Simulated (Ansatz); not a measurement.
# Structure relaxation of W

These are results of DFT PBEsol, scalar-relativistic, plane waves, PAW in Ansatz, not measurements. Cutoff 420 eV, Γ-centred k mesh, Gaussian smearing, no spin polarisation in the final step.

The start puts W on the lonsdaleite structure type (P6_3/mmc, No. 194), at a guessed volume.

```yaml
crystal:
  lattice:
    - [3.56667, 0.00000, 0.00000]
    - [-1.78333, 3.08882, 0.00000]
    - [0.00000, 0.00000, 5.88500]
  atoms:
    - { symbol: W, position: [0.33333, 0.66667, 0.43750] }
    - { symbol: W, position: [0.66667, 0.33333, 0.93750] }
    - { symbol: W, position: [0.66667, 0.33333, 0.56250] }
    - { symbol: W, position: [0.33333, 0.66667, 0.06250] }
```

Cell and atoms relax at zero pressure; the relaxation can't lower the symmetry of the start. After a coarse first stage the cell is made exact in the group found at 0.06 Å.

Energies count from the standard state of W at the same level.

**Question.** What does it relax into?

**Answer.** It keeps P6_3/mmc (No. 194), but not the shape of the type it started on. Conventional cell: a = 2.746 Å, c = 10.111 Å. W has 10 W at 2.66–2.87 Å.

```xyz
4
Lattice="2.7461 0.0000 0.0000 -1.3731 2.3782 0.0000 0.0000 0.0000 10.1114" Properties=species:S:1:pos:R:3 pbc="T T T"
W     0.0000    1.5855    3.8584
W     1.3731    0.7927    8.9140
W     1.3731    0.7927    6.2530
W     0.0000    1.5855    1.1973
```

**Question.** What are its volume, energy, density and gap?

**Answer.** The volume per atom is 16.51 Å³ and the density is 18.49 g/cm³. The energy over the standard structure is 0.95 eV/atom and the gap on the 21×21×6 mesh is 0 eV (a metal).

The final run used a 21×21×6 mesh on its 4-atom cell and 0.10 eV smearing. For metals, differences of a few meV/atom aren't resolved. Spin–orbit coupling is left out. Symmetry constrained the relaxation, so the result can be a saddle point.

This form isn't the element's structure at ambient conditions.